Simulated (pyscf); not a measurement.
Single points on ωB97X-D3(BJ)/def2-SVP structures (PySCF, gas phase).

SMILES: [SiH3][W](=[O])([OH])=[O]
```xyz
9

O      0.4017    -1.0163     0.5495
W      0.0047     0.4172    -0.2755
O      1.3857     1.3962    -0.4488
O     -1.5947     1.3038     0.1649
Si    -0.1730    -0.4894    -2.6522
H     -2.3268     1.1867     0.7794
H      1.1002    -1.1695    -3.0108
H     -1.3102    -1.4536    -2.7143
H     -0.4353     0.6475    -3.5812
```

How much does it cost (ΔH, 298 K, ωB97M-D3(BJ)/def2-TZVP) to split O=W(=O)(OH)–SiH₃ at its Si–W bond into [O=W(=O)–OH]• + SiH₃•?

Si–W to [O=W(=O)–OH]• + SiH₃•: 277.7 kJ/mol. The 7 functionals that were run give +255.6 (M06-2X) to +322.4 kJ/mol (ωB97X-D3(BJ)). The radicals are drawn with the spin at the cut bond; how far it spreads was not checked. Other isomers of [O=W(=O)–OH]• were not searched in full and may lie lower. Open-shell species with a d-block atom are single-reference here; other states, and whether the spin sits on metal or ligand, were not checked. Elements past Kr carry the def2 core potentials, without spin-orbit coupling.
